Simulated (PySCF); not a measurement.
**Dipole moment and polarisability across levels of theory**

Species: CH8BN.
Z-matrix (Å and degrees, PBE0-D3(BJ)/def2-SVP geometry), rows numbered from 1:
```
B 
N   1  1.6281
C   2  1.4650  1  114.66
H   1  1.2259  2  105.46  3  -178.43
H   1  1.2264  2  105.56  3   -58.43
H   1  1.2263  2  105.57  3    61.51
H   2  1.0212  1  107.79  3  -123.13
H   2  1.0212  1  107.74  3   123.08
H   3  1.1006  2  112.12  1  -178.75
H   3  1.0973  2  108.49  1   -57.13
H   3  1.0973  2  108.54  1    59.86
```

PySCF, dipoles from the SCF density, polarisabilities from static response with core orbitals frozen. Geometry: PBE0-D3(BJ)/def2-SVP; no solvent, vibrations or thermal averaging.

Task: Compare the levels for these properties.

Result: 

```json
{"level": "LDA/def2-SVPD", "μ (D)": "5.290", "α (Å³)": "6.86", "anisotropy (Å³)": "1.13"}
{"level": "PBE/def2-SVPD", "μ (D)": "5.292", "α (Å³)": "6.69", "anisotropy (Å³)": "1.11"}
{"level": "B3LYP/def2-SVPD", "μ (D)": "5.343", "α (Å³)": "6.49", "anisotropy (Å³)": "0.98"}
{"level": "PBE0/def2-SVPD", "μ (D)": "5.347", "α (Å³)": "6.42", "anisotropy (Å³)": "0.99"}
{"level": "BHandHLYP/def2-SVPD", "μ (D)": "5.390", "α (Å³)": "6.24", "anisotropy (Å³)": "0.88"}
{"level": "CAM-B3LYP/def2-SVPD", "μ (D)": "5.384", "α (Å³)": "6.40", "anisotropy (Å³)": "0.91"}
{"level": "wB97X-D/def2-SVPD", "μ (D)": "5.402", "α (Å³)": "6.42", "anisotropy (Å³)": "0.88"}
{"level": "LC-wPBE/def2-SVPD", "μ (D)": "5.423", "α (Å³)": "6.23", "anisotropy (Å³)": "0.86"}
{"level": "HF/def2-SVPD", "μ (D)": "5.480", "α (Å³)": "6.00", "anisotropy (Å³)": "0.78"}
{"level": "PBE0/6-31G*", "μ (D)": "5.566", "α (Å³)": "5.03", "anisotropy (Å³)": "0.74"}
{"level": "PBE0/6-31+G*", "μ (D)": "5.531", "α (Å³)": "5.76", "anisotropy (Å³)": "0.75"}
{"level": "PBE0/def2-SVP", "μ (D)": "5.600", "α (Å³)": "5.35", "anisotropy (Å³)": "0.79"}
{"level": "PBE0/aug-cc-pVDZ", "μ (D)": "5.299", "α (Å³)": "6.56", "anisotropy (Å³)": "1.03"}
{"level": "PBE0/def2-TZVP", "μ (D)": "5.389", "α (Å³)": "6.10", "anisotropy (Å³)": "0.95"}
{"level": "PBE0/def2-TZVPD", "μ (D)": "5.298", "α (Å³)": "6.52", "anisotropy (Å³)": "1.04"}
```

The anisotropy is √(½[(α1 − α2)² + (α2 − α3)² + (α3 − α1)²]). The dipole runs from 5.29 D (LDA/def2-SVPD) to 5.60 D (PBE0/def2-SVP). No reference polarisability is at hand; against PBE0 in the largest diffuse basis at hand (def2-TZVPD) the other PBE0 rows deviate by 6-31G* -23%, 6-31+G* -12%, def2-SVP -18%, def2-SVPD -2%, aug-cc-pVDZ +1%, def2-TZVP -6%. In one basis (def2-SVPD) the functionals order the polarisability from HF (lowest) to LDA (highest), a spread of 14%. With PBE0 the polarisability is 5.49 Å³ without diffuse functions (mean of 6-31G*, def2-SVP and def2-TZVP) and 6.32 Å³ with them (mean of 6-31+G*, def2-SVPD, aug-cc-pVDZ and def2-TZVPD).

Without π bonds the low states are Rydberg-like; a valence basis with one diffuse set may place them up to an eV too high.
